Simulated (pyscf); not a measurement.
SnH₂ [singlet] + water (H₂O) -> HO–SnH: [singlet] + hydrogen (H₂), a four-centre exchange (singlet surface; H–Sn, H–O broken, O–Sn, H–H formed). PySCF, gas phase, ωB97X-D3(BJ)/def2-SVP geometries. Energies in kcal/mol from the separated reactants.

Small-basis levels: PySCF, no dispersion term, spherical d functions. 

**Question.** Quick B3LYP/LANL2DZ single points give ΔE‡ = 1.5 kcal/mol and ΔE = -23.2 kcal/mol. What does ωB97M-D3(BJ)/def2-TZVP give, and how far is the quick result from it?

**Answer.** ωB97M-D3(BJ)/def2-TZVP gives ΔE‡ = 7.6 kcal/mol and ΔE = -13.2 kcal/mol. B3LYP/LANL2DZ lies 6.1 kcal/mol under it in the barrier and 10.0 kcal/mol under it in the reaction energy, so on this step it does not hold to within 3.0 kcal/mol. ωB97M-D3(BJ)/def2-TZVP has limits of its own. On the reactant side the descent ends in an adduct with a O–Sn contact, 15.9 kcal/mol under the separated species and 21.5 kcal/mol under the saddle at ωB97X-D3(BJ)/def2-TZVP. What is counted as formed (O–Sn) is already present as a longer contact in the reactant adduct; forming that adduct is a step of its own. At the saddle there is also a short H–Sn contact that neither side keeps. One saddle was located; it need not be the lowest between these sides. In the def2 sets elements past Kr carry core potentials, without spin-orbit coupling.
